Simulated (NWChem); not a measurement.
System: CH3, doublet; SMILES [CH3]

The following NWChem deck was run.

```
start job
memory heap 200 mb stack 900 mb global 1100 mb
geometry units angstroms noautosym nocenter noautoz
  C      0.000000     0.000000     0.000000
  H     -0.770946    -0.770946     0.000000
  H     -0.282186     1.053132     0.000000
  H      1.053132    -0.282186     0.000000
end
basis spherical
  * library def2-svp
end
dft
  odft
  mult 2
  xc m06-2x
  iterations 150
end
cosmo
  do_cosmo_smd true
  solvent anisole
end
task dft energy
```

In the optimisation the excess spin sits in a2" (D3h, its own frame). Structure relaxed at the PBE0/def2-SVP, spin-unrestricted level. No stability test was run on the SCF state. Solvent: anisole.

Level: M06-2X/def2-SVP with SMD (1 M gas to 1 M solution), gas-phase geometry. Reactions with the solvent are ignored.

Task: Give the results of this calculation. (M06-2X/def2-SVP, spin-unrestricted, SMD on the gas-phase geometry.) Quantities: solvation free energy (kcal/mol); cavity-dispersion-structure term (kcal/mol).

Result: 
| Quantity | Result |
|---|---|
| solvation free energy (kcal/mol) | 1.5 |
| cavity-dispersion-structure term (kcal/mol) | 2.2 |
